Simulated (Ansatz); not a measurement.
Mulliken charges of CH5AlS (`C[S][AlH2]`) from PBE/def2-TZVPP in Ansatz (PBE0-D4/def2-TZVP geometry).

```
atom   x (Å)   y (Å)   z (Å)  charge (e)
  C1  -0.725   1.053  -0.504      -0.241
  S2  -1.090  -0.443   0.470      -0.203
 Al3   0.860  -1.372   0.652       0.322
  H4  -1.304   1.021  -1.426       0.123
  H5   0.335   1.125  -0.747       0.116
  H6  -1.020   1.928   0.075       0.123
  H7   2.088  -0.637  -0.028      -0.126
  H8   0.948  -2.732   1.452      -0.112
```

Problem. By hand: the dipole of these point charges (1 e Å = 4.8032 D).

Solution. Σ q r = (0.057, 0.274, -0.176) e Å, of length 0.331 e Å = 1.59 D.

Problem. How does the dipole of the full density compare? (Estimate.)

Solution. The calculation gave: (0.103, 0.230, -0.159) e Å, 1.43 D; the point charges give 1.11 times that, at 10° from its direction.

Point charges leave out the atoms' own dipoles, such as those of lone pairs, and Mulliken's split depends on the basis, so the close match here is no proof of good charges.
